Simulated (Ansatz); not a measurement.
in.yaml

```yaml
crystal:
  periodic: [false, false, false]
  atoms:
    - {symbol: N, position_ang: [0.000000, -0.517765, 0.000000]}
    - {symbol: S, position_ang: [0.000000, 0.137247, -1.478731]}
    - {symbol: S, position_ang: [0.000000, 0.137247, 1.478731]}
    - {symbol: H, position_ang: [0.000000, -1.537291, 0.000000]}
basis:
  gaussian: {orbitals: cc-pVDZ}
magnetization: {spin_polarized: true, initial_magnetization: 0}
hamiltonian: {xc: {name: B97M-V}}
```

```sh
$ ansatz run in.yaml --threads 1 --pin off --events-out ev --progress --plain --max-ram 2393MiB
```

**Question.** Roughly how long does this take on 1 thread of Arm Neoverse V2, shared host, and how much host memory?

**Answer.** 15 s wall and 0.2 GiB.

```
  # Of w^i u^j: cxij and so on, Table III.
  gx(w, u) = cx00 + cx01*u + cx02*u^2 + (cx10 + cx11*u)*w
  gss(w, u) = css00 + css02*u^2 + css10*w + (css32*w^3 + css42*w^4)*u^2
  gos(w, u) = cos00 + cos01*u + cos03*u^3 + cos10*w + cos32*w^3*u^2
      + integral(e_c_pw_mod_opposite_spin*gos(b97_w_opposite, b97_u_opposite)) + vv10(b, c)
565 factors; integrals over basis functions are off by at most 1.4e-3 eV
mean field evaluation 1: about -23168.2509 eV, gradient 1.9e1 eV
mean field evaluation 2: about -23162.1749 eV, gradient 4.0e1 eV
mean field evaluation 4: about -23169.6953 eV, gradient 5.5e-1 eV
mean field evaluation 8: about -23169.6935 eV, gradient 4.1e-3 eV
mean field evaluation 16: about -23169.6935 eV, gradient 9.1e-5 eV
mean field evaluation 32: about -23167.8040 eV, gradient 8.4e0 eV
mean field -23169.69349007 eV, -851.4705307777 hartree, gradient 9.8e-6 eV, S^2 0.000000; 4 other end points of the search recorded, 0 dependent functions left out
reference -23169.69352452 eV, -851.4705320439 hartree; 20, 20 occupied and 35, 35 virtual orbitals, 565 factors
Total energy: -23169.69352452 eV, -851.4705320439 hartree
```
